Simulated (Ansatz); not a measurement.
Consider the formal loss of a carbene: `COCCC#N` → `COCC#N` + `[CH2]` (triplet).

Program: Ansatz. Geometries: PBE0-D4/def2-TZVP. ΔE: electronic, gas phase. CBS: MP2 limit from def2 TZ/QZ plus the TZ coupled-cluster correction, frozen cores. This one scheme is used for every species. DFT in def2-TZVPP. Triplets are unrestricted, without spin–orbit coupling. One conformer a species, not always the lowest.

| level | ΔE (kJ/mol) |
| --- | --- |
| revPBE | 424.4 |
| r2SCAN | 426.6 |

Question: What does CCSD(T)/CBS give? (Best estimate.)

Answer: Computed: +451.9 kJ/mol. The listed levels differ from it by -27.5, -25.3 kJ/mol.

Largest T1 diagnostic among the species: 0.012.

At CCSD(T), def2-SVP lies −15.7 kJ/mol from the extrapolated value and def2-TZVPP −11.7 kJ/mol. From PBE to PBE0 (25 % exact exchange), in def2-TZVPP and without D4, ΔE moves by −5.8 kJ/mol.

CCSD(T)/CBS has its own doubt, a few kJ/mol and more with outer-core shells, so smaller differences from it don't rank the levels.
